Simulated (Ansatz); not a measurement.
Consider the substitution at a C–C bond: `CC(C)N` + H₂S → `CC(N)S` + CH₄.

Calculated with Ansatz (gas phase, PBE0-D4/def2-TZVP geometries, no zero-point term in ΔE). CBS: MP2 limit from def2 TZ/QZ plus the TZ coupled-cluster correction, frozen cores. This one scheme is used for every species. Functionals use def2-TZVPP. B3LYP here is the variant with VWN-RPA as its local correlation; programs differ in this. One conformer a species, not always the lowest.

`CC(C)N`:

Cartesian coordinates in Å:
```
C -0.999 0.477 -0.838
C -0.016 0.217 0.288
C 0.155 -1.269 0.541
N 1.278 0.784 -0.076
H -1.121 1.550 -1.016
H -0.640 0.020 -1.764
H -1.983 0.065 -0.602
H -0.426 0.671 1.206
H -0.796 -1.731 0.816
H 0.862 -1.453 1.355
H 0.538 -1.762 -0.356
H 1.199 1.783 -0.226
H 1.949 0.648 0.671
```

H₂S:

Cartesian coordinates in Å:
```
S -0.096 -0.343 0.507
H 0.853 -0.331 -0.441
H -0.757 0.674 -0.066
```

`CC(N)S`:

Z-matrix (Å, degrees):
```
C
C 1 1.518
H 1 1.093 2 111.9
H 1 1.093 2 110.5 3 120.8
H 1 1.095 2 109.6 3 -119.6
N 2 1.445 1 115.5 3 177.7
S 2 1.830 1 111.9 3 -62.6
H 2 1.093 1 109.6 3 56.6
H 6 1.012 2 110.6 1 -68.6
H 6 1.014 2 110.5 1 51.4
H 7 1.342 2 96.9 1 35.3
```

CH₄:

Z-matrix (Å, degrees):
```
C
H 1 1.090
H 1 1.090 2 109.5
H 1 1.090 2 109.5 3 -120.0
H 1 1.090 2 109.5 3 120.0
```

Problem. Is it downhill or uphill in electronic energy at CCSD(T)/CBS, and by how much? (An estimate is asked.)

Solution. Computed: Uphill: ΔE = +8.2 kJ/mol.

Problem. What do these levels give: r2SCAN-D4, B97M-V, PBE0-D4, B2PLYP, PBE-QIDH, PBE0, B3LYP, RPA@PBE/def2-TZVPP, CCSD(T)/def2-SVP, MP2/def2-TZVPP, CCSD(T)/def2-TZVPP, MP2/def2-QZVPP? (Estimate.)

Solution. Computed: r2SCAN-D4 4.1, B97M-V 6.5, PBE0-D4 5.3, B2PLYP 6.5, PBE-QIDH 8.1, PBE0 6.4, B3LYP 6.0, RPA@PBE/def2-TZVPP 12.5, CCSD(T)/def2-SVP 17.9, MP2/def2-TZVPP 7.3, CCSD(T)/def2-TZVPP 10.6, MP2/def2-QZVPP 6.0 kJ/mol.

Problem. What do rigid-rotor, harmonic-oscillator terms from PBE0-D4/def2-TZVP frequencies (298.15 K, 1 bar) make of the CCSD(T)/CBS value? (Estimate.)

Solution. Computed: ΔZPE = +2.4 kJ/mol, ΔH = +11.2 kJ/mol, ΔS = -9 J/(mol·K), ΔG = +13.8 kJ/mol.

Largest T1 diagnostic among the species: 0.010.

From PBE to PBE0 (25 % exact exchange), in def2-TZVPP and without D4, ΔE moves by +3.7 kJ/mol. At CCSD(T), def2-SVP lies +9.7 kJ/mol from the extrapolated value and def2-TZVPP +2.4 kJ/mol. In def2-TZVPP, CCSD(T) changes the Hartree–Fock value by −3.1 kJ/mol (the triples alone add −2.5 kJ/mol) and MP2 by −6.4 kJ/mol.
